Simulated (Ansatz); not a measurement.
Cost and result for the atomization energy of C$_{6}$H$_{8}$ (`CC1=CCC=C1`) (14 atoms, 14 bonds).

Z-matrix (Å, degrees):
```
C
C 1 1.487
H 1 1.094 2 111.1
H 1 1.094 2 111.1 3 -118.7
H 1 1.091 2 111.4 3 120.6
C 2 1.344 1 128.0 3 -120.3
C 2 1.466 1 123.8 3 59.7
C 6 1.492 2 109.8 1 180.0
H 6 1.082 2 126.1 1 -0.0
C 7 1.340 2 109.8 1 -180.0
H 7 1.084 2 124.1 1 0.0
H 8 1.098 6 112.2 2 120.5
H 8 1.098 6 112.2 2 -120.5
H 10 1.081 7 126.8 2 180.0
```

Charge 0, multiplicity 1. The structure was optimised at the PBE0-D4/def2-TZVP level. Program: Ansatz. Hardware: A = 2 threads of a server CPU on a shared host; B = 2 threads of an AMD EPYC 7R13 on a shared host and a share of an NVIDIA H100 80 GB. Times are those of one run each, without the atoms' runs, and a repeat can differ threefold. Electronic energies, without spin–orbit coupling; frozen cores. CCSD(T)/CBS adds CCSD(T) − MP2 in def2-TZVPP to the MP2 limit, and its time is that of the two runs behind it. T1 = 0.011; the RHF reference is unstable towards UHF.

CCSD(T)/CBS is a level of theory with its own doubt, some kJ/mol a heavy atom from the limit and from the frozen cores, so smaller differences don't rank the functionals.

| level | functions | wall time |
| --- | --- | --- |
| LDA (SPW92)/def2-TZVPP [A] | 298 | 4.6 s |
| PBE-D4/def2-TZVPP (with forces) [A] | 298 | 7.5 s |
| MP2/def2-QZVPP [B] | 582 | 9 s |
| PBE0-D4/def2-TZVPP [A] | 298 | 9.5 s |
| r2SCAN-D4/def2-TZVPP (with forces) [A] | 298 | 12 s |
| CAM-B3LYP-D4/def2-TZVPP [A] | 298 | 12 s |
| r2SCANh-D4/def2-TZVPP [A] | 298 | 13 s |
| CCSD(T)/def2-TZVPP [B] | 298 | 15 s |
| ωB97X-V/def2-TZVPP [A] | 298 | 19 s |
| B2PLYP/def2-TZVPP [A] | 298 | 20 s |
| CCSD(T)/CBS(def2) | – | 24 s |
| CCSD(T)/def2-SVP [A] | 124 | 25 s |
| ωB97M-V/def2-TZVPP (with forces) [A] | 298 | 27 s |

(1) What atomization energy does each give, and how far from CCSD(T)/CBS? (Best estimate.)

## Answers

(1) Computed: 
| level | atomization (kcal/mol) | difference from CCSD(T)/CBS | per bond |
| --- | --- | --- | --- |
| LDA (SPW92)/def2-TZVPP [A] | 1694.5 | 219.0 | 15.6 |
| PBE-D4/def2-TZVPP (with forces) [A] | 1522.4 | 46.9 | 3.4 |
| MP2/def2-QZVPP [B] | 1490.5 | 15.0 | 1.1 |
| PBE0-D4/def2-TZVPP [A] | 1499.1 | 23.6 | 1.7 |
| r2SCAN-D4/def2-TZVPP (with forces) [A] | 1485.7 | 10.2 | 0.7 |
| CAM-B3LYP-D4/def2-TZVPP [A] | 1484.3 | 8.8 | 0.6 |
| r2SCANh-D4/def2-TZVPP [A] | 1478.6 | 3.1 | 0.2 |
| CCSD(T)/def2-TZVPP [B] | 1443.4 | -32.1 | -2.3 |
| ωB97X-V/def2-TZVPP [A] | 1478.6 | 3.1 | 0.2 |
| B2PLYP/def2-TZVPP [A] | 1466.6 | -8.9 | -0.6 |
| CCSD(T)/CBS(def2) | 1475.5 | 0.0 | 0.0 |
| CCSD(T)/def2-SVP [A] | 1426.0 | -49.5 | -3.5 |
| ωB97M-V/def2-TZVPP (with forces) [A] | 1482.3 | 6.8 | 0.5 |

Leaving LDA and LC-ωPBE aside and taking each functional with its dispersion term where it has one, the values, not all of them listed here, spread over 82.3 kcal/mol, from BHLYP-D4 to PBE-D4. LDA lies +179.3 kcal/mol from PBE without D4, its usual overbinding. The D4 term adds +11.4 kcal/mol with B3LYP and +6.0 kcal/mol with PBE0; it sums over pairs of atoms, weighted by their polarisabilities, and B3LYP, whose exchange is more repulsive, gets the larger term. At CCSD(T), def2-SVP lies −49.4 kcal/mol from the extrapolated value and def2-TZVPP −32.1 kcal/mol: correlation converges slowly with the basis, and small sets miss more of it in the bonded molecule than in its fragments.

B3LYP here is the variant with VWN-RPA as its local correlation; programs differ in this.
